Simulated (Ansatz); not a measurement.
For zinc-blende CdS (metastable phase), PBE (Ansatz, an electronic-structure program, PAW) gives:

```
Item                   Result
-------------------  --------
lattice parameter a   5.927 Å
bulk modulus B0      53.4 GPa
```

What does LC-ωPBE in Ansatz (plane waves, PAW) give for the same quantities?


- lattice constant a: 5.808 Å (drops by 2.0 %)
- bulk modulus: 70.1 GPa (grows by 31 %)

For comparison: lattice constant a 5.832 Å (measured, room temperature, not corrected to a static lattice, our sources range from 5.818 to 5.832; as tabulated in arXiv:1206.3780).

Changes are worked out from the printed values.

Unless a cell is named, each level is at its own relaxed cell (PBE 26.02, LC-ωPBE 24.49 Å³/atom).

Ansatz's density-functional and Hartree–Fock values are scalar-relativistic unless marked +SOC, with PAW data made under PBE.
